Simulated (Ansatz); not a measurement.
Elements on the sites of an ideal hcp lattice, at a guessed lattice constant:

```
CELL_PARAMETERS angstrom
2.72092 -4.71277 0.00000
2.72092 4.71277 0.00000
0.00000 0.00000 8.70695
ATOMIC_POSITIONS crystal
Cu 0.33333 0.66667 0.12500
Rh 0.33333 0.16667 0.12500
Rh 0.33333 0.16667 0.62500
Rh 0.83333 0.16667 0.12500
Rh 0.83333 0.16667 0.62500
Rh 0.33333 0.66667 0.62500
Rh 0.83333 0.66667 0.12500
Rh 0.83333 0.66667 0.62500
Rh 0.66667 0.33333 0.37500
Rh 0.66667 0.33333 0.87500
Rh 0.16667 0.33333 0.37500
Rh 0.16667 0.33333 0.87500
Rh 0.66667 0.83333 0.37500
Rh 0.16667 0.83333 0.37500
Rh 0.16667 0.83333 0.87500
Pd 0.66667 0.83333 0.87500
```

Cell and atoms were relaxed without symmetry on coarser meshes and computed once more. Level of theory: Ansatz, DFT PBE, scalar-relativistic, plane waves, PAW.

Cutoff 420 eV; k points 7×7×4 on the computed 16-atom cell (Γ-centred); Gaussian smearing, width 0.10 eV; no spin polarisation.

The relaxation ran on 3×3×2 (shifted) and then 4×4×3 k points with a smearing of 0.1 eV, from sites shaken by 0.02 Å.

Problem. What does the relaxation give?

Solution. A volume of 14.08 Å³/atom and no gap on the mesh. It lies 0.06 eV/atom above the elements' standard states (static lattices, no corrections for gases). The atoms leave their sites by 0.02 Å (root mean square) and 0.03 Å at most, and the cell stretches by up to 0.4 % at fixed volume.

```
Cu Rh Pd
1.0
     2.72072   -4.72095    0.01140
     2.72810    4.72521    0.00000
     0.01785   -0.01031    8.75600
Cu Rh Pd
1 14 1
Cartesian
  2.7283 1.5723 1.1089
  1.3709 -0.7941 1.0889
  1.3782 -0.7983 5.4886
  2.7405 -3.1429 1.1326
  2.7388 -3.1462 5.4658
  2.7326 1.5699 5.4604
  4.0899 -0.8058 1.1326
  4.0918 -0.8026 5.4658
  2.7249 -1.5758 3.2852
  2.7367 -1.5826 7.6869
  1.3781 0.7733 3.2825
  1.3736 0.7833 7.6665
  4.0965 0.7824 3.2891
  2.7452 3.1412 3.2825
  2.7343 3.1401 7.6665
  4.0947 0.7835 7.7034
```

The final mesh leaves forces up to 0.05 eV/Å and stresses up to 0.4 GPa: the relaxation ran on a coarser mesh, so the cell's shape, its bonds and its energy belong partly to that mesh.

Spin polarisation was left out, and a magnetic state may lie lower.

Cost: 2 runs of about 13 core-minutes in all (earlier runs that led there not counted), on Arm Neoverse V1 (shared hosts).